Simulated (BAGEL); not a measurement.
# triplet OF2: levels of theory compared

Aim: a comparison of 5 runs (ROHF/6-31G*, UHF/6-31G*, ROHF/cc-pVTZ, UHF/cc-pVTZ, FCI/STO-3G) of triplet OF2. 

Program for the calculation: BAGEL 1.2.2.

2 further runs of the same task are left out: 2 that didn't finish.

### Step 1. The structure to begin with

The species is OF2 (3 atoms), meant as a triplet with charge 0. As SMILES of the parent species, `FOF`. Geometry: relaxed at PBE0-D4/def2-TZVP. That shape belongs to the parent species and isn't relaxed for this state.

Bond lengths: F1–O2 1.381 Å, O2–F3 1.381 Å. Angles: F1–O2–F3 103.9°.

### Step 2. The energy at ROHF/6-31G(d) (density fitting with cc-pvqz-jkfit, spherical functions) (run 1)

Input file hf.json:

```json
{ "bagel" : [

{
  "title" : "molecule",
  "basis" : "6-31gs.json",
  "df_basis" : "cc-pvqz-jkfit",
  "angstrom" : true,
  "geometry" : [
    { "atom" : "F", "xyz" : [    0.953290,   -0.339960,    0.488270 ] },
    { "atom" : "O", "xyz" : [    0.000520,    0.563910,    0.062040 ] },
    { "atom" : "F", "xyz" : [   -0.953810,   -0.223960,   -0.550310 ] }
  ]
},
{ "title" : "rohf", "nopen" : 2 },
{ "title" : "print", "file" : "orbitals.molden", "orbitals" : true }

]}
```

The basis set 6-31G* is read from a file made from the Basis Set Exchange's data (not shown).

Run with:

```bash
$ BAGEL_NUM_THREADS=1 BAGEL hf.json > hf.out
```

Standard output:

```text
* using 1 threads per process

  ===============================================================
  ===============================================================

  *** Geometry ***

  { "atom" : "F", "xyz" : [      1.801457,     -0.642431,      0.922697 ] },
  { "atom" : "O", "xyz" : [      0.000983,      1.065635,      0.117239 ] },
  { "atom" : "F", "xyz" : [     -1.802440,     -0.423223,     -1.039935 ] },

  Number of auxiliary basis functions:      318

  Since a DF basis is specified, we compute 2- and 3-index integrals:
    o Being stored without compression. Storage requirement is 0.004 GB

  Number of basis functions:       42
  Number of electrons      :       26

    * METHOD: MOLECULE                             0.07

  *** Open-shell HF ***

  === Nuclear Repulsion ===
    74.8993263290

      * DIIS with orbital gradients will be used.

  === ROHF iteration (6-31gs.json) ===
      0       -273.16722866          0.05619633           0.02
      1       -273.20171610          0.05215191           0.02
      2       -273.22591893          0.04464456           0.02
      3       -273.29588209          0.00322063           0.02
      4       -273.29805386          0.00184171           0.02
      5       -273.29928331          0.00052557           0.02
      6       -273.29965313          0.00012986           0.02
      7       -273.29967662          0.00003925           0.02
      8       -273.29968026          0.00001736           0.02
      9       -273.29968011          0.00000850           0.02
     10       -273.29967928          0.00000455           0.02
     11       -273.29967914          0.00000415           0.02
     12       -273.29967875          0.00000385           0.02
     13       -273.29967872          0.00000456           0.02
     14       -273.29967873          0.00000343           0.02
     15       -273.29967873          0.00000245           0.02
     16       -273.29967871          0.00000117           0.02
     17       -273.29967866          0.00000086           0.02
     18       -273.29967868          0.00000066           0.02
     19       -273.29967868          0.00000037           0.02
     20       -273.29967869          0.00000010           0.02
     21       -273.29967869          0.00000004           0.02
     22       -273.29967870          0.00000002           0.02
     23       -273.29967870          0.00000001           0.02
    * SCF iteration converged.

    * S^2 (ROHF) is 2.0000

    * Permanent dipole moment:
           (   -0.000473,    -0.554898,    -0.061027) a.u.

    * METHOD: ROHF                                 0.59

    * METHOD: PRINT                                0.00

  ===============================================================
```

Run time: 0.84 s. Hardware: 1 thread of Arm Neoverse V2, shared host.

### Step 3. The energy at UHF/6-31G(d) (density fitting with cc-pvqz-jkfit, spherical functions) (run 2)

Input file job.json:

```json
{ "bagel": [

{
  "title": "molecule",
  "basis": "6-31gs.json",
  "df_basis": "cc-pvqz-jkfit",
  "angstrom": true,
  "geometry": [
    { "atom": "F", "xyz": [    0.953290,   -0.339960,    0.488270 ] },
    { "atom": "O", "xyz": [    0.000520,    0.563910,    0.062040 ] },
    { "atom": "F", "xyz": [   -0.953810,   -0.223960,   -0.550310 ] }
  ]
},
{
  "title": "uhf",
  "nopen": 2
},
{
  "title": "print",
  "file": "orbitals.molden",
  "orbitals": true
}

]}
```

The basis set 6-31G* is read from a file made from the Basis Set Exchange's data (not shown).

Run with:

```bash
$ BAGEL_NUM_THREADS=1 BAGEL job.json > job.out
```

Standard output:

```text
* using 1 threads per process

  ===============================================================
  ===============================================================

  *** Geometry ***

  { "atom" : "F", "xyz" : [      1.801457,     -0.642431,      0.922697 ] },
  { "atom" : "O", "xyz" : [      0.000983,      1.065635,      0.117239 ] },
  { "atom" : "F", "xyz" : [     -1.802440,     -0.423223,     -1.039935 ] },

  Number of auxiliary basis functions:      318

  Since a DF basis is specified, we compute 2- and 3-index integrals:
    o Being stored without compression. Storage requirement is 0.004 GB

  Number of basis functions:       42
  Number of electrons      :       26

    * METHOD: MOLECULE                             0.07

  *** Open-shell HF ***

  === Nuclear Repulsion ===
    74.8993263290

      * DIIS with orbital gradients will be used.

  === UHF iteration (6-31gs.json) ===
      0       -273.16722866          0.05619633           0.02
      1       -273.22102353          0.05057408           0.02
      2       -273.25437506          0.04132417           0.02
      3       -273.31308032          0.00301043           0.03
      4       -273.31752644          0.00184423           0.02
      5       -273.31982687          0.00096339           0.02
      6       -273.32064022          0.00040401           0.02
      7       -273.32078163          0.00020330           0.02
      8       -273.32084423          0.00009960           0.02
      9       -273.32085818          0.00003669           0.02
[... 16 lines of this table left out ...]
     26       -273.32086023          0.00000004           0.02
     27       -273.32086023          0.00000002           0.02
     28       -273.32086023          0.00000001           0.02
     29       -273.32086023          0.00000001           0.02
    * SCF iteration converged.

    * S^2 (UHF) is 2.0975

    * Permanent dipole moment:
           (   -0.000104,    -0.471268,    -0.051665) a.u.

    * METHOD: UHF                                  0.73

    * METHOD: PRINT                                0.00

  ===============================================================
```

Wall time 0.95 s (1 thread of Arm Neoverse V2, shared host).

Run 3 isn't shown in full; the table further down has it.

### Step 4. The energy at UHF/cc-pVTZ (density fitting with cc-pvqz-jkfit) (run 4)

Input file job.json:

```json
{ "bagel" : [

{
  "title" : "molecule",
  "basis" : "cc-pvtz.json",
  "df_basis" : "cc-pvqz-jkfit",
  "angstrom" : true,
  "geometry" : [
    { "atom" : "F", "xyz" : [    0.953290,   -0.339960,    0.488270 ] },
    { "atom" : "O", "xyz" : [    0.000520,    0.563910,    0.062040 ] },
    { "atom" : "F", "xyz" : [   -0.953810,   -0.223960,   -0.550310 ] }
  ]
},
{ "title" : "uhf", "nopen" : 2 },
{ "title" : "print", "file" : "orbitals.molden", "orbitals" : true }

]}
```

The basis set cc-pVTZ is read from a file made from the Basis Set Exchange's data (not shown).

Run with:

```bash
$ BAGEL_NUM_THREADS=1 BAGEL job.json > job.out
```

Standard output:

```text
* using 1 threads per process

  ===============================================================
  ===============================================================

  *** Geometry ***

  { "atom" : "F", "xyz" : [      1.801457,     -0.642431,      0.922697 ] },
  { "atom" : "O", "xyz" : [      0.000983,      1.065635,      0.117239 ] },
  { "atom" : "F", "xyz" : [     -1.802440,     -0.423223,     -1.039935 ] },

  Number of auxiliary basis functions:      318

  Since a DF basis is specified, we compute 2- and 3-index integrals:
    o Being stored without compression. Storage requirement is 0.021 GB

  Number of basis functions:       90
  Number of electrons      :       26

    * METHOD: MOLECULE                             0.10

  *** Open-shell HF ***

  === Nuclear Repulsion ===
    74.8993263290

      * DIIS with orbital gradients will be used.

  === UHF iteration (cc-pvtz.json) ===
      0       -273.17774010          0.04509515           0.06
      1       -273.24121436          0.04438627           0.06
      2       -273.29922254          0.03609938           0.06
      3       -273.43025568          0.00225126           0.06
      4       -273.43481529          0.00140331           0.06
      5       -273.43746880          0.00076041           0.06
      6       -273.43859662          0.00036545           0.06
      7       -273.43891083          0.00016616           0.06
      8       -273.43900082          0.00009908           0.07
      9       -273.43903323          0.00004872           0.06
[... 24 lines of this table left out ...]
     34       -273.43904327          0.00000004           0.06
     35       -273.43904327          0.00000002           0.06
     36       -273.43904327          0.00000001           0.06
     37       -273.43904327          0.00000001           0.06
    * SCF iteration converged.

    * S^2 (UHF) is 2.0999

    * Permanent dipole moment:
           (    0.000036,    -0.508547,    -0.055671) a.u.

    * METHOD: UHF                                  2.44

    * METHOD: PRINT                                0.01

  ===============================================================
```

It took 2.7 s on 1 thread of Arm Neoverse V2, shared host.

### Step 5. The energy at FCI/STO-3G (density fitting with cc-pvqz-jkfit) (run 5)

Input file job.json:

```json
{ "bagel" : [

{
  "title" : "molecule",
  "basis" : "sto-3g",
  "df_basis" : "cc-pvqz-jkfit",
  "angstrom" : "true",
  "geometry" : [
    { "atom" : "F", "xyz" : [    0.953290,   -0.339960,    0.488270 ] },
    { "atom" : "O", "xyz" : [    0.000520,    0.563910,    0.062040 ] },
    { "atom" : "F", "xyz" : [   -0.953810,   -0.223960,   -0.550310 ] }
  ]
},
{
  "title" : "hf"
},
{
  "title" : "fci",
  "nstate" : 1,
  "ncore" : 3,
  "nspin" : 2
}

]}
```

Run with:

```bash
$ BAGEL_NUM_THREADS=1 BAGEL job.json > job.out
```

Standard output:

```text
* using 1 threads per process

  ===============================================================
  ===============================================================

  *** Geometry ***

  { "atom" : "F", "xyz" : [      1.801457,     -0.642431,      0.922697 ] },
  { "atom" : "O", "xyz" : [      0.000983,      1.065635,      0.117239 ] },
  { "atom" : "F", "xyz" : [     -1.802440,     -0.423223,     -1.039935 ] },

  Number of auxiliary basis functions:      318

  Since a DF basis is specified, we compute 2- and 3-index integrals:
    o Being stored without compression. Storage requirement is 0.001 GB

  Number of basis functions:       15
  Number of electrons      :       26

    * METHOD: MOLECULE                             0.06

  *** RHF ***

[... 11 lines left out ...]
    * SCF iteration converged.
[... 1 line left out ...]
    * Permanent dipole moment:
[... 51 lines left out ...]
     * ci vector, state   0, <S^2> = 2.0000
       222222222aa.     0.9111898274
       222222a222.a     0.2314026614
       22222222aa.2    -0.0888577706
       222aa22222ab    -0.0882700924
       2222.2222aa2    -0.0800424838
       222a2222a22.    -0.0781195184
       222222a2a2ab    -0.0750205508
       22222222.aa2    -0.0694182785
       222ab22222aa     0.0683171200
       222a2a22222.     0.0653354983
       2222222a2aba    -0.0627714330
       2222b222aa2a    -0.0593565744
       2222a2222aab    -0.0592111012
       222222aa222.    -0.0571430534

    * METHOD: FCI                                  0.13

  ===============================================================
```

Run time: 0.41 s. Hardware: 1 thread of Arm Neoverse V2, shared host.

### Step 6. All runs side by side

| run | level | start charge | start multiplicity | energy (Eh) | dipole moment (D) | ⟨S²⟩ | wall time |
| --- | --- | --- | --- | --- | --- | --- | --- |
| 1 | ROHF/6-31G* (density fitting with cc-pvqz-jkfit, spherical functions) | – | – | -273.299679 | 1.42 | 2.000 | 0.84 s |
| 2 | UHF/6-31G* (density fitting with cc-pvqz-jkfit, spherical functions) | – | – | -273.320860 | 1.21 | 2.098 | 0.95 s |
| 3 | ROHF/cc-pVTZ (density fitting with cc-pvqz-jkfit) | – | – | -273.417018 | 1.53 | 2.000 | 2 s |
| 4 | UHF/cc-pVTZ (density fitting with cc-pvqz-jkfit) | – | – | -273.439043 | 1.30 | 2.100 | 2.7 s |
| 5 | FCI/STO-3G (density fitting with cc-pvqz-jkfit) | 0 | 1 | -269.734884 | – | – | 0.41 s |

### Step 7. What came out

| quantity | value |
| --- | --- |
| run 5: total energy | -269.73488 Eh |

What this shows: Over runs 1, 2, 3, 4 the dipole moment (its size) runs from 1.21 D (UHF/6-31G*) to 1.53 D (ROHF/cc-pVTZ). The two ends differ in method and basis. In run 5 the basis is minimal, so the values are rough. All runs together took 6.9 s, the longest 2.7 s.
